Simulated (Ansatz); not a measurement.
# AlSiH4Cl (SMILES [SiH3][AlH][Cl]) at 6 levels

Wanted: a comparison of 6 runs (HF/STO-3G, HF/aug-cc-pVDZ, wB97M-V/aug-cc-pVDZ, wB97X/aug-cc-pVDZ, RPA@PBE/aug-cc-pVDZ, RPA@PBE0/aug-cc-pVDZ) of AlSiH4Cl. 

The calculation is run with Ansatz 0.2.0.

67 further runs of the same task are left out: 67 set aside as unsound or not needed.

## (1) The molecule

AlSiH4Cl: 7 atoms, total charge 0, spin state singlet. SMILES: `[SiH3][AlH][Cl]`. The Si1–H6 distance was set to 3.277 Å, away from the relaxed value. At this shape a bond of the SMILES string is far longer than usual.

Bond lengths: Si1–Al2 2.446 Å, Al2–Cl3 2.104 Å, Si1–H4 1.490 Å, Si1–H5 1.490 Å, Al2–H7 1.581 Å. Angles: Si1–Al2–Cl3 116.2°, Si1–Al2–H7 127.5°, Cl3–Al2–H7 116.3°, Al2–Si1–H4 110.2°, Al2–Si1–H5 110.2°, H4–Si1–H5 107.8°.

## (2) A single-point energy at HF/STO-3G (run 1)

Input file run.yaml:

```yaml
crystal:
  periodic: [false, false, false]
  atoms:
    - {symbol: Si, position_ang: [-0.362713, -0.753840, -1.388216]}
    - {symbol: Al, position_ang: [1.593287, -1.948740, -0.533916]}
    - {symbol: Cl, position_ang: [2.281887, -3.559440, -1.699916]}
    - {symbol: H, position_ang: [-1.514213, -1.688140, -1.532316]}
    - {symbol: H, position_ang: [-0.069113, -0.181640, -2.732116]}
    - {symbol: H, position_ang: [-1.276600, 1.696100, 0.586300]}
    - {symbol: H, position_ang: [2.399587, -1.650340, 0.792484]}
basis:
  gaussian: {orbitals: STO-3G}
total_charge: 0
hamiltonian: {xc: hf}
accuracy: high
output: {orbitals: {seedname: orbitals}}
```

Command:

```bash
ansatz run run.yaml --threads 1 --pin off --max-ram 3480MiB --events-out events.jsonl --progress --plain --runs-dir runs
```

What it wrote:

```text
Warning: RAYON_NUM_THREADS=1 ignored (pool sized by the plan → 1); use --threads N
Functional definition: HF
  name "HF"
  exchange = exact_x
  correlation = 0
572 factors; integrals over basis functions are off by at most 9.7e-9 eV
mean field evaluation 1: about -26695.9731 eV, gradient 2.2e1 eV
mean field evaluation 2: about -26695.9796 eV, gradient 2.2e1 eV
mean field evaluation 4: about -26701.2166 eV, gradient 9.1e0 eV
mean field evaluation 8: about -26702.0204 eV, gradient 3.5e-2 eV
mean field evaluation 16: about -26698.0528 eV, gradient 1.1e1 eV
mean field -26702.01472339 eV, -981.2809418088 hartree, gradient 1.8e-8 eV, S^2 0.000000; 0 other end points of the search recorded, 0 dependent functions left out
reference -26702.01472339 eV, -981.2809418088 hartree; 24, 24 occupied and 7, 7 virtual orbitals, 572 factors
Total energy: -26702.01472339 eV, -981.2809418088 hartree
```

Wall time 0.22 s (1 thread of Intel Xeon 6975P-C (Granite Rapids), shared host).

## (3) The energy at HF/aug-cc-pVDZ (run 2)

Input file in.yaml:

```yaml
crystal:
  periodic: [false, false, false]
  atoms:
    - symbol: Si
      position_ang: [-0.362713, -0.753840, -1.388216]
    - symbol: Al
      position_ang: [1.593287, -1.948740, -0.533916]
    - symbol: Cl
      position_ang: [2.281887, -3.559440, -1.699916]
    - symbol: H
      position_ang: [-1.514213, -1.688140, -1.532316]
    - symbol: H
      position_ang: [-0.069113, -0.181640, -2.732116]
    - symbol: H
      position_ang: [-1.276600, 1.696100, 0.586300]
    - symbol: H
      position_ang: [2.399587, -1.650340, 0.792484]
basis:
  gaussian:
    orbitals: aug-cc-pVDZ
accuracy: high
output: {orbitals: {seedname: orbitals}}
hamiltonian:
  xc: hf
```

Command:

```bash
ansatz run in.yaml --threads 1 --pin off --max-ram 3480MiB --events-out events.jsonl --progress --plain --runs-dir runs
```

What it wrote:

```text
Warning: RAYON_NUM_THREADS=1 ignored (pool sized by the plan → 1); use --threads N
Functional definition: HF
  name "HF"
  exchange = exact_x
  correlation = 0
2377 factors; integrals over basis functions are off by at most 3.6e-9 eV
mean field evaluation 1: about -27007.6020 eV, gradient 1.5e1 eV
mean field evaluation 2: about -27007.6237 eV, gradient 1.5e1 eV
mean field evaluation 4: about -27008.9431 eV, gradient 2.0e0 eV
mean field evaluation 8: about -27008.9723 eV, gradient 1.5e-3 eV
mean field evaluation 16: about -27005.3659 eV, gradient 8.0e0 eV
mean field evaluation 32: about -27008.7644 eV, gradient 5.5e0 eV
mean field -27008.97228377 eV, -992.5614240897 hartree, gradient 1.9e-8 eV, S^2 0.000000; 0 other end points of the search recorded, 0 dependent functions left out
reference -27008.97228377 eV, -992.5614240897 hartree; 24, 24 occupied and 93, 93 virtual orbitals, 2377 factors
Total energy: -27008.97228377 eV, -992.5614240897 hartree
```

Wall time 5.4 s (1 thread of Intel Xeon 6975P-C (Granite Rapids), shared host); peak memory 0.4 GiB.

Run 3 isn't shown in full; the table further down has it.

## (4) The energy at wB97X/aug-cc-pVDZ (run 4)

Input file molecule.yaml:

```yaml
basis:
  gaussian: {orbitals: aug-cc-pVDZ}
crystal:
  periodic: [false, false, false]
  atoms:
    - {symbol: Si, position_ang: [-0.362713, -0.753840, -1.388216]}
    - {symbol: Al, position_ang: [1.593287, -1.948740, -0.533916]}
    - {symbol: Cl, position_ang: [2.281887, -3.559440, -1.699916]}
    - {symbol: H, position_ang: [-1.514213, -1.688140, -1.532316]}
    - {symbol: H, position_ang: [-0.069113, -0.181640, -2.732116]}
    - {symbol: H, position_ang: [-1.276600, 1.696100, 0.586300]}
    - {symbol: H, position_ang: [2.399587, -1.650340, 0.792484]}
hamiltonian: {xc: {name: wB97X}}
output: {orbitals: {seedname: orbitals}}
accuracy: high
```

Command:

```bash
ansatz run molecule.yaml --threads 1 --pin off --max-ram 3480MiB --events-out events.jsonl --progress --plain --runs-dir runs
```

What it wrote, cut to the lines that bear on the results:

```text
Warning: RAYON_NUM_THREADS=1 ignored (pool sized by the plan → 1); use --threads N
Functional definition: wB97X
  name "wB97X"
[...]
      + exact_x_lr(omega)
[...]
      + integral(e_c_pw_opposite_spin*poly(b97_u_opposite, 1, cos1, cos2, cos3, cos4))
2377 factors; integrals over basis functions are off by at most 3.6e-9 eV
666 factors; integrals over basis functions are off by at most 2.3e-9 eV
[...]
mean field -27058.82728421 eV, -994.3935615627 hartree, gradient 4.9e-8 eV, S^2 0.000000; 0 other end points of the search recorded, 0 dependent functions left out
reference -27058.82727415 eV, -994.3935611932 hartree; 24, 24 occupied and 93, 93 virtual orbitals, 2377 factors
Total energy: -27058.82727415 eV, -994.3935611932 hartree
```

It took 33 s on 1 thread of Intel Xeon 6975P-C (Granite Rapids), shared host; peak memory 0.78 GiB.

Run 5 isn't shown in full; the table further down has it.

## (5) A single-point energy at RPA@PBE0/aug-cc-pVDZ (run 6)

Changes to molecule.yaml since step 4:

```diff
@@ -1,3 +1 @@
-basis:
-  gaussian: {orbitals: aug-cc-pVDZ}
 crystal:
@@ -12,4 +10,6 @@
     - {symbol: H, position_ang: [2.399587, -1.650340, 0.792484]}
-hamiltonian: {xc: {name: wB97X}}
-output: {orbitals: {seedname: orbitals}}
+basis:
+  gaussian: {orbitals: aug-cc-pVDZ}
+hamiltonian: {xc: {name: PBE0}}
+correlation: {method: rpa, frozen_orbitals: {Al: 5, Cl: 5, H: 0, Si: 5}}
 accuracy: high
```

Command:

```bash
ansatz run molecule.yaml --threads 1 --pin off --max-ram 3480MiB --events-out events.jsonl --progress --plain --runs-dir runs
```

What it wrote, cut to the lines that bear on the results:

```text
Warning: RAYON_NUM_THREADS=1 ignored (pool sized by the plan → 1); use --threads N
Functional definition: PBE0
  name "PBE0"
[...]
2377 factors; integrals over basis functions are off by at most 3.6e-9 eV
[...]
mean field -27048.93455501 eV, -994.0300104702 hartree, gradient 1.5e-8 eV, S^2 0.000000; 0 other end points of the search recorded, 0 dependent functions left out; unrestricted orbitals would lower it
[...]
unrestricted determinant -27010.98778106 eV, -992.6354922490 hartree, S^2 0.9544
15 core orbitals not correlated: weight in the atoms' cores, before any rotation towards them, 1.000 or more for the frozen orbitals, at most 0.000 for the correlated occupied ones
reference -27008.38717837 eV, -992.5399218627 hartree; 9, 9 occupied and 93, 93 virtual orbitals, 2377 factors
Total energy: -27023.92370709 eV, -993.1108787621 hartree
```

Run time: 14 s. Hardware: 1 thread of Intel Xeon 6975P-C (Granite Rapids), shared host; peak memory 0.5 GiB.

## (6) The series

```tsv
run	level	frozen core orbitals	energy (Eh)	HOMO energy (eV)	LUMO energy (eV)	HOMO–LUMO gap (eV)	wall time
1	HF/STO-3G	–	-981.280942	-3.85	2.25	6.10	0.22 s
2	HF/aug-cc-pVDZ	–	-992.561424	-8.00	-1.27	6.73	5.4 s
3	wB97M-V/aug-cc-pVDZ	–	-994.339187	-8.24	-2.39	5.85	49 s
4	wB97X/aug-cc-pVDZ	–	-994.393561	-8.44	-2.28	6.16	33 s
5	RPA@PBE/aug-cc-pVDZ	15	-993.174204	–	–	–	14 s
6	RPA@PBE0/aug-cc-pVDZ	15	-993.110879	–	–	–	14 s
```

## (7) Summary of results

| quantity | value |
| --- | --- |
| run 6: total energy | -993.11088 Eh |
| run 6: RPA correlation energy (valence) | -571.0 mEh |

Over runs 1, 2, 3, 4 the HOMO–LUMO gap runs from 5.85 eV (wB97M-V/aug-cc-pVDZ) to 6.73 eV (HF/aug-cc-pVDZ). Exact exchange widens orbital gaps. Totals of different functionals can't be ranked against each other. In runs 5, 6 the log says that unrestricted orbitals would lower the reference, so the values rest on an unstable closed-shell determinant (other closed-shell runs at this shape may share the fault). In run 1 the basis is minimal, so the values are rough. All runs together took 1.9 min, the longest 49 s.
